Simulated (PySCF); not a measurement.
# Name the molecule from its bond curve

A diatomic of charge -1 contains Li. Its doublet curve at UHF-CCSD in a double-zeta basis (no relativity, PySCF), in eV from the separated fragments:

```
R (Å)  E (eV)
1.515  -1.855
1.582  -1.905
1.633  -1.924
1.683  -1.929
1.734  -1.925
1.801  -1.905
1.885  -1.864
1.986  -1.799
```

The fit gives ωe = 1134 cm⁻¹ and the rotational constant Bₑ = 6.747 cm⁻¹.

Which atom is the partner?

The minimum lies at 1.684 Å, so the reduced mass is 16.8576 u Å² cm⁻¹/(Bₑ·Re²) = 0.8811 u. With Li at 7.02 u the partner weighs about 1.0 u: H. The molecule is LiH⁻.

Correlated steps freeze no core orbitals. The state was picked by a PBE0 search and need not be the measured ground state.
